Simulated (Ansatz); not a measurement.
## Energy profile

The step: SiH₃F ([F][SiH3]) + H₂S → SiH₄S ([SiH3][SH]) + HF; bonds formed: Si1–S7, F2–H6; bonds broken: Si1–F2, H6–S7 (atoms numbered as in the saddle structure below).

| atom | x (Å) | y (Å) | z (Å) |
| --- | --- | --- | --- |
| Si1 | -0.5296 | 0.1434 | -0.5820 |
| F2 | 1.2365 | -0.5343 | -0.8096 |
| H3 | -1.0643 | -1.0169 | -1.3266 |
| H4 | -1.7467 | 0.7089 | 0.0890 |
| H5 | -0.0401 | 1.3348 | -1.3184 |
| H6 | 1.2306 | -0.7272 | 0.4414 |
| S7 | 0.2538 | -0.5738 | 1.5894 |
| H8 | 0.6598 | 0.6652 | 1.9169 |

Electronic energies by CCSD(T) at an estimated basis limit (MP2 extrapolated from triple and quadruple zeta, plus CCSD(T) − MP2 in triple zeta), on PBE0-D4/def2-TZVP structures; SiH$_{5}$SF, singlet; no counterpoise correction. Computed with Ansatz 0.2.0 (basis: def2-TZVPP and def2-QZVPP); correlated methods freeze the cores. Extrapolation: Hartree–Fock as exp(−7.88 √X), correlation as X^−2.97.

**Question.** Give the profile in eV, counted from the separated reactants. (To be estimated.)

**Answer.** The calculation gives:
```csv
point,eV
"separated: SiH$_{3}$F (linked as [F][SiH3]; Si1, F2, H3, H4, H5; singlet) + H$_{2}$S (H6, S7, H8; singlet)",0.000
start structure,-0.087
saddle,1.895
end structure,0.528
"separated: SiH$_{4}$S (linked as [SiH3][SH]; Si1, H3, H4, H5, S7, H8; singlet) + HF (F2, H6; singlet)",0.740
```

No T1 diagnostic of these runs exceeds 0.013.

For scale, one of the runs: CCSD(T)/def2-TZVPP, 185 basis functions, launched by `ansatz run in.yaml --threads 2 --pin off --events-out ev --progress --plain --max-ram 4352MiB`. Time: 41 s of wall clock on 2 CPU threads of an Arm Neoverse V1; the host was shared. Peak host memory: 1.8 GiB.
